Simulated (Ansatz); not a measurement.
# BH3O2: the cost of one run

Method: RKS LDA/cc-pVDZ, in Ansatz 0.2.0.

### 1 Starting point

Bond lengths: B1–O2 1.410 Å, O2–H3 1.010 Å, B1–O4 1.410 Å, O4–H5 1.010 Å, B1–H6 1.190 Å. Angles: B1–O2–H3 109.5°, O2–B1–O4 120.0°, O2–B1–H6 120.0°, O4–B1–H6 120.0°, B1–O4–H5 109.5°.

Coordinates:

```xyz
6

B     0.0000    0.0000    0.0000
O     0.0000    0.0000    1.4100
H    -0.9095   -0.2814    1.7471
O     1.2211    0.0000   -0.7050
H     1.5209   -0.9519   -0.8599
H    -1.0305    0.0000   -0.5950
```

### 2 Preparing the start

input.yaml

```yaml
crystal:
  periodic: [false, false, false]
  atoms:
    - { symbol: B, position_ang: [0.0, 0.0, 0.0] }
    - { symbol: O, position_ang: [0.0, 0.0, 1.41] }
    - { symbol: H, position_ang: [-0.9095, -0.2814, 1.7471] }
    - { symbol: O, position_ang: [1.2211, 0.0, -0.705] }
    - { symbol: H, position_ang: [1.5209, -0.9519, -0.8599] }
    - { symbol: H, position_ang: [-1.0305, 0.0, -0.595] }
basis:
  gaussian: { orbitals: cc-pVDZ }
hamiltonian:
  xc: lda
relax:
  f_tol: 0.02
  max_steps: 40
```

On the command line:

```bash
ansatz run input.yaml --threads 1 --pin off --max-ram 2048MiB --backend cpu --events-out ev --progress --plain --runs-dir out
```

What time and memory should one allow on 1 thread of Arm Neoverse V2, shared host?

About 7.5 s, with a peak of 0.098 GiB.
